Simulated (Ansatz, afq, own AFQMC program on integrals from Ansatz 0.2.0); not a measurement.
## CHN, singlet: AFQMC among the cluster methods

```xyz
3

N     0.1743    0.0000    0.5564
C    -0.2157    0.0000   -0.5208
H     0.1481    0.0000   -1.5257
```

Connectivity, by distances: N–CH.

Basis cc-pVDZ. Only valence electrons are correlated. AFQMC by an in-house program on the Cholesky factors that Ansatz 0.2.0 writes for its CCSD(T) run. The CISD trial takes its coefficients from CCSD amplitudes. Released means that phaseless walkers are propagated on without the constraint, phases kept. Error bars are statistical, one sigma.

Determinant: RHF, the one that the program's search chose, which needn't be the lowest solution. The geometry is a point of a scan.

No full CI on the walks' own integrals is used here. The released AFQMC energy serves as the reference, which it does only where one determinant dominates, the energy is flat over the last release times and near the phaseless one (40 meV or 2 meV an electron, half that with transition metals). On small molecules, where full CI could be run and the noise was under 10 meV, such values lay within 10 meV of it in 19 cases of 20, a flattering rate, since the rule was set on those same cases; what remains of the bias isn't in the error bar.

Cautions: restricted determinant unstable towards unrestricted (UHF 4 meV lower, ⟨S²⟩ 0.07); the released value is read at 2.40 1/Eh with a noise of 20 meV, more than in the cases checked (meV from the phaseless value at times in 1/Eh: 29 ± 13 at 0.24, -9 ± 13 at 0.51, 1 ± 15 at 0.99, 25 ± 15 at 1.62, 17 ± 20 at 2.40).

* T1 diagnostic: 0.0146
* weight of the determinant in the CISD state: 0.885
* size of the correlated space: 10 electrons in 31 orbitals

Reference: AFQMC with the constraint released, correlation energy -8.411 ± 0.020 eV.

| level | E − E(reference) (kcal/mol) | share of correlation (%) |
| --- | --- | --- |
| HF | 193.95 ± 0.47 | 0.00 |
| MP2 | 14.71 ± 0.47 | 92.41 |
| CCSD | 8.62 ± 0.47 | 95.55 |
| CCSD(T) | 0.94 ± 0.47 | 99.52 |
| CCSDT | 0.81 ± 0.47 | 99.58 |
| CCSDT(Q) | -0.13 ± 0.47 | 100.07 |
| ph-AFQMC/CISD | -0.40 ± 0.69 | 100.21 |

CCSDT and higher add their correlation energy to the determinant of the CCSD(T) run, since their own runs factorise the integrals more tightly (a shift of under 2 meV). A walk keeps the symmetry of its determinant, which the program's search chose and which needn't be the lowest solution, so a lower state of the same spin and another symmetry isn't excluded. Released energies are given only where the last usable release times agree within the noise; a slower fall can still hide under it.
